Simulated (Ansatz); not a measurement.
Born–Oppenheimer molecular dynamics of CH₄BSi (7 atoms, charge 0, multiplicity 2). It starts at the highest image of a converged band, a first-order saddle point between two minima.

Theory: UKS B3LYP/def2-SVP (Ansatz 0.2.0).

```json
{"ensemble": "NVE (velocity Verlet)", "time step": "0.5 fs", "steps asked": "200", "starting velocities drawn for": "100 K", "seed": "9528"}
```

Frames 5 fs apart, positions in Å.

Velocities at 25.0 fs (Å/ps):

```
C -0.30 -2.05 -4.86
B -7.71 4.71 7.57
Si -1.40 -0.37 0.18
H 84.51 -17.25 -1.67
H -22.17 2.48 6.94
H 35.51 11.09 -29.12
H 27.46 -12.00 -4.52
```

```xyz
7
Properties=species:S:1:pos:R:3 time_fs=25.0 energy_less_start_eV=-0.616 T=1052
C -0.736 0.750 -0.746
B 0.279 -0.004 -0.058
Si 1.707 -1.377 0.057
H 0.503 -0.083 1.193
H -1.013 1.725 -0.373
H -1.327 0.428 -1.616
H 1.633 -1.913 1.478
7
Properties=species:S:1:pos:R:3 time_fs=30.0 energy_less_start_eV=-0.635 T=1083
C -0.735 0.742 -0.765
B 0.241 0.012 -0.018
Si 1.697 -1.376 0.059
H 0.924 -0.130 1.115
H -1.131 1.710 -0.346
H -1.124 0.478 -1.762
H 1.784 -1.990 1.450
7
Properties=species:S:1:pos:R:3 time_fs=35.0 energy_less_start_eV=-0.539 T=935
C -0.727 0.748 -0.773
B 0.216 -0.003 0.017
Si 1.683 -1.371 0.060
H 1.238 -0.005 0.944
H -1.248 1.598 -0.377
H -0.891 0.510 -1.836
H 1.915 -2.088 1.388
7
Properties=species:S:1:pos:R:3 time_fs=40.0 energy_less_start_eV=-0.561 T=968
C -0.706 0.752 -0.770
B 0.220 -0.053 0.044
Si 1.665 -1.362 0.060
H 1.361 0.328 0.767
H -1.410 1.559 -0.418
H -0.695 0.516 -1.842
H 1.974 -2.170 1.294
7
Properties=species:S:1:pos:R:3 time_fs=45.0 energy_less_start_eV=-0.349 T=640
C -0.681 0.759 -0.756
B 0.251 -0.112 0.069
Si 1.645 -1.347 0.056
H 1.290 0.613 0.561
H -1.460 1.447 -0.511
H -0.598 0.521 -1.830
H 1.951 -2.213 1.247
7
Properties=species:S:1:pos:R:3 time_fs=50.0 energy_less_start_eV=-0.091 T=242
C -0.646 0.740 -0.744
B 0.277 -0.136 0.089
Si 1.630 -1.333 0.049
H 1.122 0.696 0.406
H -1.509 1.424 -0.523
H -0.577 0.544 -1.821
H 1.862 -2.200 1.271
7
Properties=species:S:1:pos:R:3 time_fs=55.0 energy_less_start_eV=-0.276 T=527
C -0.625 0.705 -0.738
B 0.263 -0.117 0.091
Si 1.627 -1.328 0.039
H 1.123 0.728 0.467
H -1.399 1.382 -0.450
H -0.589 0.562 -1.835
H 1.726 -2.121 1.325
7
Properties=species:S:1:pos:R:3 time_fs=60.0 energy_less_start_eV=-0.465 T=820
C -0.623 0.666 -0.752
B 0.239 -0.070 0.087
Si 1.637 -1.333 0.030
H 1.209 0.643 0.703
H -1.295 1.452 -0.300
H -0.640 0.556 -1.830
H 1.565 -2.010 1.396
7
Properties=species:S:1:pos:R:3 time_fs=65.0 energy_less_start_eV=-0.589 T=1011
C -0.660 0.660 -0.770
B 0.258 -0.025 0.092
Si 1.651 -1.340 0.026
H 1.157 0.346 0.935
H -1.138 1.485 -0.271
H -0.769 0.518 -1.859
H 1.416 -1.905 1.442
7
Properties=species:S:1:pos:R:3 time_fs=70.0 energy_less_start_eV=-0.492 T=862
C -0.699 0.673 -0.782
B 0.304 0.003 0.079
Si 1.665 -1.350 0.030
H 1.011 0.054 1.139
H -1.138 1.608 -0.339
H -0.960 0.456 -1.816
H 1.329 -1.865 1.423
7
Properties=species:S:1:pos:R:3 time_fs=75.0 energy_less_start_eV=-0.479 T=842
C -0.719 0.704 -0.761
B 0.338 0.023 0.025
Si 1.677 -1.359 0.042
H 0.818 -0.085 1.266
H -1.221 1.632 -0.492
H -1.131 0.353 -1.740
H 1.336 -1.970 1.387
7
Properties=species:S:1:pos:R:3 time_fs=80.0 energy_less_start_eV=-0.546 T=944
C -0.722 0.731 -0.731
B 0.347 0.046 -0.050
Si 1.684 -1.367 0.059
H 0.598 -0.095 1.173
H -1.330 1.641 -0.547
H -1.169 0.224 -1.585
H 1.442 -2.192 1.340
```

Of the whole run (100 fs, mean temperature of the second half 758 K): The conserved energy stayed within 0.082 meV per atom of its start (net change -0.025 meV per atom), so the integration is sound. The kinetic energy rose, since the run started high on the potential surface and went downhill. A run of 0.1 ps of so small a system gives no equilibrium averages.

The run took 4.6 min on 2 threads of Intel(R) Xeon(R) Platinum 8488C (Sapphire Rapids) (shared host), peak memory 0.17 GiB.
